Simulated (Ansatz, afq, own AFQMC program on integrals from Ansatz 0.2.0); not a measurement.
## CH$_{3}$AlN, doublet: AFQMC among the cluster methods

```yaml
atoms:
  - { symbol: Al, position_ang: [-1.7037, 0.0000, 0.0000] }
  - { symbol: H, position_ang: [-2.4966, 1.3734, 0.0000] }
  - { symbol: H, position_ang: [-2.4966, -1.3734, 0.0000] }
  - { symbol: H, position_ang: [0.1383, 0.0000, 0.0000] }
  - { symbol: N, position_ang: [2.4904, 0.0000, 0.0000] }
  - { symbol: C, position_ang: [1.3303, 0.0000, 0.0000] }
```

Connectivity, by distances: AlH2 ··· N–C, 1 bridging H.

Basis cc-pVDZ. Noble-gas cores (and the filled d shells of Ga–Kr and In–Xe) are frozen. Ansatz 0.2.0 and our own AFQMC program on the same integrals; the CISD trial comes from CCSD amplitudes, and released means the phaseless constraint is let go. Uncertainties: one standard error, sampling alone.

Determinant: UHF, the one that the program's search chose, which needn't be the lowest solution. The geometry is a point of a scan.

No full CI on the walks' own integrals is used here; CCSDT(Q) serves as the reference and is uncertain by about the last step of the cluster series.

Cautions: unrestricted determinant spin contaminated (⟨S²⟩ 0.88 against 0.75).

* T1 diagnostic: 0.0341
* weight of the determinant in the CISD state: 0.815
* ⟨S²⟩ of the determinant: 0.877
* size of the correlated space: 15 electrons in 54 orbitals

Reference: CCSDT(Q), correlation energy -10.727 eV. The released energy is read at 1.50 1/Eh (meV from the phaseless value at times in 1/Eh: -5 ± 4 at 0.24, -10 ± 4 at 0.51, -12 ± 4 at 0.99, -8 ± 5 at 1.50).

| level | E − E(reference) (mEh) | share of correlation (%) |
| --- | --- | --- |
| HF | 394.20 | 0.00 |
| MP2 | 54.39 | 86.20 |
| CCSD | 16.88 | 95.72 |
| CCSD(T) | 2.71 | 99.31 |
| CCSDT | 1.61 | 99.59 |
| ph-AFQMC/CISD | 0.50 ± 0.23 | 99.87 |
| released AFQMC | 0.21 ± 0.19 | 99.95 |

A walk keeps the symmetry of its determinant, which the program's search chose and which needn't be the lowest solution, so a lower state of the same spin and another symmetry isn't excluded. Released energies are given only where the last usable release times agree within the noise; a slower fall can still hide under it.
